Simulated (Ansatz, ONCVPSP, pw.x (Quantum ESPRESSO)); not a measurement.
**tungsten (fcc): variants of one ONCV potential in the solid**

* Element: tungsten (W)
* Generator: ONCVPSP 4.0.1.1 (patched build)
* Type: optimised norm-conserving Vanderbilt (ONCV)
* Functional: PBEsol
* Relativity: scalar-relativistic
* Frozen core: [Xe] 4f14
* Valence charge: 6
* Reference configuration: 5d4 6s2
* Partial waves: 6s: rc 2.80 bohr, ncon 4, nbas 7, qcut 2.2 1/bohr, 2 projectors, debl 1 Ha; p scattering state at 0.07 Ha: rc 3.00 bohr, ncon 4, nbas 8, qcut 2.7 1/bohr, 2 projectors, debl 3.5 Ha; 5d: rc 2.60 bohr, ncon 5, nbas 9, qcut 7.1 1/bohr, 2 projectors, debl 0.5 Ha
* Local potential: polynomial inside 2.60 bohr (lpopt 5, dvloc0 6 Ha)
* Core correction: Teter function, fcfact 3, rcfact 1.4

In the p channel the program set the typed energies aside and used 0.050, 3.550 Ha.

Crystal test: fcc W in pw.x 7.5, no spin, 14³ k-points, Fermi–Dirac smearing 0.01 Ry, cutoffs set for each file from its atomic test. The reference is all-electron LAPW (Ansatz 0.2.0) with the same functional, mesh and smearing; V0 and B0 come from Birch–Murnaghan fits to the pressures at five volumes. Errors are pseudo minus all-electron; Δ is the rms difference of the E(V) curves that follow from these fits, minima aligned, over ±6 % about the mean V0. Mesh and smearing are coarse, so the numbers serve the comparison and aren't converged zero-temperature values; the lattice is a test structure that the element need not adopt.

All-electron: a0 = 4.000 Å (V0 = 16.00 Å³/atom), B0 = 298.8 GPa.

Base: The largest radius (3.00 bohr) exceeds half the bond length (2.67 bohr), so the spheres overlap, which is one possible source of error among others. This is a poor potential for the solid.

2 further variants are left out: they gave no file fit for a test, a broken result, the same result as the base, or pressures whose basis-set error rivals the error shown.

```csv
change,cutoffs (Ry),pw.x,a0 (Å),a0 error (%),B0 error (%),Δ (meV/atom),mean pressure error (GPa)
base,50/200,converged; energies reset by the program,4.058,+1.44,+2.1,46.9,+14.61
s: qcut 1.9; p: qcut 2.3; d: qcut 6.1,50/200,converged; energies reset by the program,4.059,+1.47,+1.9,47.7,+14.88
s: qcut 2.4; p: qcut 2.9; d: qcut 7.7,50/200,converged; energies reset by the program,4.058,+1.44,+2.0,46.8,+14.57
```

Question: Give the row for: s: qcut 1.6; p: qcut 1.9; d: qcut 5.1.

Answer: pw.x: converged; energies reset by the program; mean pressure error (GPa): +15.13; a0 (Å): 4.060; a0 error (%): +1.49; B0 error (%): +1.9; Δ (meV/atom): 48.5.
